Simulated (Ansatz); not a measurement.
**SnH₂⁺, doublet: vertical spin and charge gaps**

Geometry (PBE0/def2-TZVP stationary point for this spin, not checked as a minimum):

```csv
atom,x (Å),y (Å),z (Å)
Sn,0.0000,0.0000,0.0000
H,0.0000,0.0000,-1.6554
H,0.0000,0.0000,1.6554
```

Basis def2-TZVP with its core potentials; Ansatz 0.2.0. Only valence electrons are correlated (noble-gas cores and the filled d shells of p-block atoms frozen). Prefix R: restricted or restricted open-shell reference. Active spaces: valence = (5e, 6o) chosen from the atoms' valence shells. No spin–orbit coupling is included; scalar relativity enters through the core potentials alone.

Gaps are energies of the second state less the first, at fixed atoms, for a selection of the levels run; each method lands on the state that its own search finds for that charge and spin.

Quartet less doublet: 5.533 eV at full CI (doublet B3u, quartet B2g, in D2h).

| level | gap (eV) | error (meV) |
| --- | --- | --- |
| RHF | 4.980 | -553 |
| RMP2 | 5.424 | -109 |
| RCCSD | 5.527 | -6 |
| RCCSD(T) | 5.528 | -5 |
| BCCD(T) | 5.529 | -4 |
| RCCSDT | 5.528 | -5 |
| RCCSDT(Q) | 5.528 | -5 |
| CASSCF (valence space) | 5.480 | -53 |
| NEVPT2 (valence space) | 5.492 | -41 |
| MRCISD (valence space) | 5.537 | 4 |
| MRCISD+Q (valence space) | 5.533 | 0 |
| PBE | 5.333 | -200 |
| PBE0 | 5.366 | -167 |
| B3LYP | 5.403 | -130 |
| B2PLYP | 5.425 | -108 |
| RPA-PBE | 5.381 | -152 |

Functionals correlate the shells that the reference freezes, so part of their error here is the reference's.

Full CI is exact within this basis and frozen core; it isn't the basis-set limit.
